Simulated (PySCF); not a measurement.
**C₃H₃F: electronic excitations and core binding energies**

Wanted: the electronic excitations and core binding energies of C₃H₃F (`C#CCF`), by calculation.

The runs use PySCF 2.14.0, with density-fitted response routines of our own; the level of theory stands in each step. All values are computed, except where a source is named. Atoms count from 0, in the outputs and in this text.

**1. The starting structure**

7 atoms, charge 0, multiplicity 1; geometry from: GFN2-xTB.

Bonds of the start (Å): C0–C1 1.20, C1–C2 1.45, C2–F3 1.38, C0–H4 1.05, C2–H5 1.10, C2–H6 1.10.

**2. Ultraviolet spectrum: B3LYP/def2-SVPD**

Job settings and geometry (Å):

```
{"job": {"kind": "uv", "xc": "B3LYP", "basis": "def2-SVPD", "nstates": 8, "ntriplets": 3}, "charge": 0, "multiplicity": 1}
C      1.706002     0.163405     0.029481
C      0.522277    -0.008661     0.009916
C     -0.919231    -0.153102    -0.017582
F     -1.540567     1.072439    -0.111069
H      2.746848     0.292854     0.047472
H     -1.233256    -0.737972    -0.891298
H     -1.278740    -0.624059     0.906004
```

Method: TDDFT B3LYP/def2-SVPD, vertical, gas phase, core orbitals frozen in the response.

**Question.** This job is followed by: delta-SCF UKS SCAN, pcX-2 on the ionised atom, pcseg-1 elsewhere, spin-free X2C. Predict these results of the whole session: lowest singlet (B3LYP/def2-SVPD); brightest single state of those computed; lowest triplet; C1s binding energies, SCAN/pcX-2 (standing for 2 of 3 atoms); F1s binding energies, SCAN/pcX-2.

**Answer**, as computed:

```
                                                    quantity                        value
                            lowest singlet (B3LYP/def2-SVPD)  6.10 eV (203 nm), f = 0.000
                    brightest single state of those computed  state 5, 7.91 eV, f = 0.063
                                              lowest triplet                      5.33 eV
C1s binding energies, SCAN/pcX-2 (standing for 2 of 3 atoms)      C2 294.19, C0 290.91 eV
                            F1s binding energies, SCAN/pcX-2                 F3 692.60 eV
```

In words: The first singlet state (HOMO→LUMO 0.96) lies at 6.10 eV and is dark; of the 8 states computed, the strongest absorption comes from state 5 at 7.91 eV (the last state computed is bright too, and its partners may lie past the list). The lowest triplet lies 0.77 eV below the lowest singlet (triplets in Tamm-Dancoff, singlets in full TDDFT). The C1s levels kept as sound span 3.27 eV, from C0 (terminal alkyne carbon) up to C2 (propargylic sp3 CH2 bonded to F). Only 2 of the 3 C atoms are covered by sound results.
